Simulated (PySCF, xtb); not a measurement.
BeH, SMILES [BeH], multiplicity 2.

Harmonic wavenumbers (cm⁻¹) from xtb with GFN2-xTB at its own minimum, in rising order: 1887.

What does PBE-D3(BJ)/def2-TZVPD in PySCF 2.14.0 give at its own minimum? (The exact figures need the calculation; the answer reports its results.)

1982. Paired by order, the mean absolute difference is 95 cm⁻¹ and the zero-point energies are 2.7 and 2.8 kcal/mol.
